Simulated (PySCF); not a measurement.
SiO was optimised in PySCF in the def2-TZVP basis family (density fitting, no spin–orbit coupling) with several functionals.

One of them gave a singlet of C∞v symmetry with a mean bond of 1.509 Å to Si, wavenumbers 1276 cm⁻¹ and a HOMO–LUMO gap of 6.84 eV.

Problem. Which level of theory was it?
A. B3LYP
B. PBE0
C. PBE

Solution. B. That is PBE0, with Si–O 1.509 Å. The others give PBE 1.530 Å and 1199 cm⁻¹ for the highest mode; B3LYP 1.513 Å and 1257 cm⁻¹ for the highest mode.

The structures come from searches over a few start shapes, so lower isomers are not excluded.
